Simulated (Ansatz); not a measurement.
Relaxation of CH3LiSi (6 atoms, charge 0, multiplicity 1), to a largest force component of 0.015 eV/Å in at most 40 steps.

Level of theory: RKS CAM-B3LYP-D4/cc-pVDZ in Ansatz 0.2.0.

```xyz
6
Properties=species:S:1:pos:R:3
Li -1.867 -1.169 -1.299
C -0.561 -0.667 -0.034
Si 0.610 0.615 0.160
H -0.532 -1.374 0.810
H 0.753 1.681 -0.850
H 1.596 0.914 1.212
```

**Question.** Where does it end, and by what steps?

**Answer.** It converged. The force dipped under the threshold on the way, but the program's further checks kept it going. After 8 steps the energy has fallen by 0.095 eV; Li1 moved furthest, 0.33 Å.

```
step  energy less start (eV)  largest force component (eV/Å)  accepted
   0                  0.0000                           1.074       yes
   1                 -0.0684                           0.421       yes
   2                 -0.0847                           0.166       yes
   3                 -0.0896                           0.106       yes
   4                 -0.0820                           0.181        no
   5                 -0.0943                           0.031       yes
   6                 -0.0941                           0.092        no
   7                 -0.0951                           0.009       yes
   8                 -0.0954                           0.012       yes
```

```xyz
6
Properties=species:S:1:pos:R:3
Li -1.732 -0.897 -1.421
C -0.541 -0.744 0.083
Si 0.560 0.565 0.143
H -0.467 -1.416 0.954
H 0.602 1.586 -0.951
H 1.577 0.907 1.191
```

Whether the end is a true minimum wasn't checked by a vibrational analysis.

Time of the run: 12 s on 1 thread of AMD EPYC 9R14 (Zen 4), with other jobs on the host, peak memory 0.16 GiB.
